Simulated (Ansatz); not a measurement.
# AlH2SF (SMILES [F][AlH][SH]) at 6 levels

Wanted: a comparison of 6 runs (HF/STO-3G, SVWN5/STO-3G, UPBE/STO-3G, UMP2/STO-3G, CCSD(T)/STO-3G, UCCSD(T)/STO-3G) of AlH2SF. 

The calculation is run with Ansatz 0.2.0.

65 further runs of the same task are left out: 1 that didn't finish, 64 set aside as unsound or not needed.

## (1) The molecule

AlH2SF: 5 atoms, total charge 0, spin state singlet. As SMILES, `[F][AlH][SH]`. The H5–S3 distance was set to 2.691 Å, away from the relaxed value. At this shape a bond of the SMILES string is far longer than usual.

Bond lengths: F1–Al2 1.645 Å, Al2–S3 2.169 Å, Al2–H4 1.569 Å. Angles: F1–Al2–S3 116.3°, F1–Al2–H4 119.8°, S3–Al2–H4 123.9°.

## (2) The energy at HF/STO-3G (run 1)

File in.yaml:

```yaml
crystal:
  periodic: [false, false, false]
  atoms:
    - symbol: F
      position_ang: [-1.239700, -2.511395, 1.803095]
    - symbol: Al
      position_ang: [-0.550100, -1.284695, 0.950395]
    - symbol: S
      position_ang: [1.499900, -0.792995, 1.459095]
    - symbol: H
      position_ang: [-1.377300, -0.545195, -0.159605]
    - symbol: H
      position_ang: [1.572300, 1.158200, -0.392100]
basis:
  gaussian:
    orbitals: STO-3G
hamiltonian:
  xc: hf
accuracy: high
```

The run is started by

```bash
$ ansatz run in.yaml --threads 1 --pin off --max-ram 2610MiB --events-out events.jsonl --progress --plain --runs-dir runs
```

Output:

```text
Warning: RAYON_NUM_THREADS=1 ignored (pool sized by the plan → 1); use --threads N
Functional definition: HF
  name "HF"
  exchange = exact_x
  correlation = 0
451 factors; integrals over basis functions are off by at most 2.8e-8 eV
mean field evaluation 1: about -19892.0959 eV, gradient 2.7e1 eV
mean field evaluation 2: about -19892.1070 eV, gradient 2.7e1 eV
mean field evaluation 4: about -19896.1011 eV, gradient 4.3e0 eV
mean field evaluation 8: about -19896.2266 eV, gradient 2.7e-2 eV
mean field -19896.22658964 eV, -731.1728410226 hartree, gradient 4.6e-8 eV, S^2 0.000000; 0 other end points of the search recorded, 0 dependent functions left out
reference -19896.22658964 eV, -731.1728410226 hartree; 20, 20 occupied and 5, 5 virtual orbitals, 451 factors
Total energy: -19896.22658964 eV, -731.1728410226 hartree
```

Run time: 0.08 s. Hardware: 1 thread of AMD EPYC 9R45 (Zen 5), shared host.

## (3) A single-point energy at SVWN5/STO-3G (run 2)

File job.yaml:

```yaml
crystal:
  periodic: [false, false, false]
  atoms:
    - symbol: F
      position_ang: [-1.239700, -2.511395, 1.803095]
    - symbol: Al
      position_ang: [-0.550100, -1.284695, 0.950395]
    - symbol: S
      position_ang: [1.499900, -0.792995, 1.459095]
    - symbol: H
      position_ang: [-1.377300, -0.545195, -0.159605]
    - symbol: H
      position_ang: [1.572300, 1.158200, -0.392100]
basis:
  gaussian: {orbitals: STO-3G}
hamiltonian: {xc: {name: SVWN5}}
accuracy: high
```

The run is started by

```bash
$ ansatz run job.yaml --threads 1 --pin off --max-ram 2610MiB --events-out events.jsonl --progress --plain --runs-dir runs
```

Output:

```text
Warning: RAYON_NUM_THREADS=1 ignored (pool sized by the plan → 1); use --threads N
Functional definition: SVWN5
  name "SVWN5"
  exchange = slater_x
  correlation = vwn5_c
451 factors; integrals over basis functions are off by at most 2.8e-8 eV
mean field evaluation 1: about -19850.2712 eV, gradient 2.6e1 eV
mean field evaluation 2: about -19828.1191 eV, gradient 8.3e1 eV
mean field evaluation 4: about -19848.3894 eV, gradient 2.4e1 eV
mean field evaluation 8: about -19851.3928 eV, gradient 1.7e1 eV
mean field evaluation 16: about -19853.0747 eV, gradient 1.1e-5 eV
mean field -19853.07472519 eV, -729.5870392534 hartree, gradient 3.7e-8 eV, S^2 0.000000; 0 other end points of the search recorded, 0 dependent functions left out
reference -19853.07472699 eV, -729.5870393194 hartree; 20, 20 occupied and 5, 5 virtual orbitals, 451 factors
Total energy: -19853.07472699 eV, -729.5870393194 hartree
```

Wall time 0.36 s (1 thread of AMD EPYC 9R45 (Zen 5), shared host).

Runs 3 to 5 aren't shown in full; the table further down has their settings and results.

## (4) A single-point energy at UCCSD(T)/STO-3G (run 6)

File input.yaml:

```yaml
basis:
  gaussian:
    orbitals: STO-3G
crystal:
  periodic: [false, false, false]
  atoms:
    - {symbol: F, position_ang: [-1.239700, -2.511395, 1.803095]}
    - {symbol: Al, position_ang: [-0.550100, -1.284695, 0.950395]}
    - {symbol: S, position_ang: [1.499900, -0.792995, 1.459095]}
    - {symbol: H, position_ang: [-1.377300, -0.545195, -0.159605]}
    - {symbol: H, position_ang: [1.572300, 1.158200, -0.392100]}
magnetization:
  spin_polarized: true
  initial_magnetization: 0
correlation:
  method: ccsd_t
  frozen_orbitals: {Al: 5, F: 1, H: 0, S: 5}
accuracy: high
scf:
  omitted_lower_state_checks: [cluster_reference, increment]
```

The run is started by

```bash
$ ansatz run input.yaml --threads 1 --pin off --max-ram 2610MiB --events-out events.jsonl --progress --plain --runs-dir runs
```

Output:

```text
Warning: RAYON_NUM_THREADS=1 ignored (pool sized by the plan → 1); use --threads N
[... 15 lines left out ...]
11 core orbitals not correlated: weight in the atoms' cores, before any rotation towards them, 0.999 or more for the frozen orbitals, at most 0.000 for the correlated occupied ones
[... 74 lines left out ...]
WARN: these amplitudes may be one of several solutions (largest doubles amplitude 0.64, level shift 0.00 eV)
Total energy: -19902.47907626 eV, -731.4026156679 hartree
Checks for a lower state left out: cluster_reference, increment
```

Run time: 0.38 s. Hardware: 1 thread of AMD EPYC 9R45 (Zen 5), shared host.

## (5) The series

| run | level | frozen core orbitals | energy (Eh) | wall time |
| --- | --- | --- | --- | --- |
| 1 | HF/STO-3G | – | -731.172841 | 0.08 s |
| 2 | SVWN5/STO-3G | – | -729.587039 | 0.36 s |
| 3 | UPBE/STO-3G | – | -732.334513 | 2.2 s |
| 4 | UMP2/STO-3G | 11 | -731.377815 | 0.24 s |
| 5 | CCSD(T)/STO-3G | 11 | -731.403992 | 0.12 s |
| 6 | UCCSD(T)/STO-3G | 11 | -731.402616 | 0.38 s |

## (6) Results

| quantity | value |
| --- | --- |
| run 6: total energy | -731.40262 Eh |
| run 6: correlation energy (11 core orbitals frozen) | -76.9 mEh |
| run 6: (T) correction | -4.66 mEh |
| run 6: ⟨S²⟩ of the reference determinant | 0.972 |
| run 6: T1 diagnostic | 0.034 |

In words: Below the HF energy at the same shape and in the same basis (STO-3G): UMP2 -205.0 mEh; CCSD(T) -231.2 mEh; UCCSD(T) -229.8 mEh. Some of these start from another determinant than that one, so these aren't their correlation energies. Totals of different functionals can't be ranked against each other. In run 5 the log says that unrestricted orbitals would lower the reference, so the values rest on an unstable closed-shell determinant (other closed-shell runs at this shape may share the fault). In runs 1, 2, 3, 4, 5, 6 the basis is minimal, so the values are rough. Spin contamination of the reference: run 4 ⟨S²⟩ = 0.97, run 6 ⟨S²⟩ = 0.97, run 3 ⟨S²⟩ = 0.84. Where it is this large, the reference is a mixture of spin states, and values that rest on it are in doubt. All runs together took 3.4 s, the longest 2.2 s.
